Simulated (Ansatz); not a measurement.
# H₃Si–BH₂, triplet: the ladder up to UCCSDT(Q)

Geometry: a PBE0/def2-TZVP stationary point for this spin, not checked as a minimum.

```xyz
7

Si   -0.0183    0.0000    0.5801
B     0.1280    0.0000   -1.5103
H     0.6619   -1.2307    1.0551
H     0.6619    1.2307    1.0551
H    -1.4460    0.0000    0.9891
H    -0.3709   -1.0966   -1.5314
H    -0.3709    1.0966   -1.5314
```

Basis cc-pVDZ; Ansatz 0.2.0. Only valence electrons are correlated (noble-gas cores frozen), which leaves 12 electrons in 51 orbitals. R marks a restricted (for open shells ROHF) determinant, U an unrestricted one. Active spaces: frontier = (10e, 10o) about the gap.

Full CI isn't at hand for all of this; UCCSDT(Q) serves as the reference, and is uncertain by the last step of the cluster series or more. The frozen core follows each run's orbitals, which can shift R against U totals by a few meV.

For open shells CISD is restricted-active-space CI with the open shells as a complete middle space.

* UHF ⟨S²⟩: 2.012
* T1 diagnostic (RCCSD): 0.0183
* largest doubles amplitude (RCCSD): 0.030
* T1 diagnostic (UCCSD): 0.0136

```
                  level  E − E(UCCSDT(Q)) (kcal/mol)  share of correlation (%)  wall time
                    RHF                       146.70                      0.00          –
                    UHF                       144.51                      1.49          –
                   RMP2                        32.10                     78.12          –
                   UMP2                        32.13                     78.10          –
                   CISD                        15.25                     89.61      3.6 s
                  RCCSD                         4.05                     97.24          –
                  UCCSD                         4.00                     97.27          –
               RCCSD(T)                         0.85                     99.42        8 s
               UCCSD(T)                         0.84                     99.43      7.5 s
                BCCD(T)                         0.84                     99.43      2.5 s
                 RCCSDT                         0.12                     99.92          –
                 UCCSDT                         0.11                     99.93          –
              RCCSDT(Q)                         0.02                     99.99       98 s
CASSCF (frontier space)                       114.49                     21.96          –
NEVPT2 (frontier space)                        30.98                     78.88       18 s
```

The correlation energy at UCCSDT(Q), counted from RHF, is -6.361 eV. That run took 83 s on 1 thread of Arm Neoverse V1, shared host.

Times hold each run's SCF and search for its determinant on a shared host, so for small cases they say little of a method's own cost; they ran on 1 thread of Arm Neoverse V1. Some runs computed forces too.

Atomization energy (electronic, same basis, no zero-point term; atoms at the same level, unrestricted beside the R rows where the molecule is a closed shell, with restricted open-shell steps beyond CCSDT(Q)) at UCCSDT(Q): 1615.5 kJ/mol. Errors of other levels:

```
    level  error (kJ/mol)
      RHF          -266.5
      UHF          -275.8
     RMP2           -18.1
     UMP2           -19.4
     CISD           -55.1
    RCCSD            -9.5
    UCCSD            -9.9
 RCCSD(T)            -1.3
 UCCSD(T)            -1.4
  BCCD(T)            -1.3
   RCCSDT            -0.4
   UCCSDT            -0.4
RCCSDT(Q)             0.0
```

This basis is far from its limit, so the value isn't to be set against a measured one. Truncated CI isn't size-consistent, which counts against it in atomization.
